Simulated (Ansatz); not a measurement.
Problem. Name a neutral molecule of C, Cl, O and H with size of the dipole moment (ωB97M-V/def2-TZVPP) between 0.45 and 0.75 D and HOMO–LUMO gap (ωB97M-V/def2-TZVPP) between 10.25 and 10.55 eV (Ansatz, PBE0-D4/def2-TZVP geometry).

Solution. `C=C=C(O)Cl` (0.71 D, 10.36 eV). Other molecules can fit too; these were computed, each in one conformer that needn't be the lowest.
